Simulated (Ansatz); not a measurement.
A calculation with Ansatz (development build ahead of 0.2.0).

```yaml
crystal:
  periodic: [false, false, false]
  atoms:
    - { symbol: P, position_ang: [0.0, 0.0, -0.51154] }
    - { symbol: "N", position_ang: [0.0, 0.0, 1.09616] }
basis:
  gaussian: { orbitals: cc-pVDZ }
hamiltonian:
  xc: hf
```

The input is written out in the form of the current development build from the run's settings.

Results

```yaml
Converged: yes
Total_energy: -395.11789 hartree
Spin_squared_of_the_determinant: 0.000
```

Caution: in another basis set an unrestricted determinant lies well below.
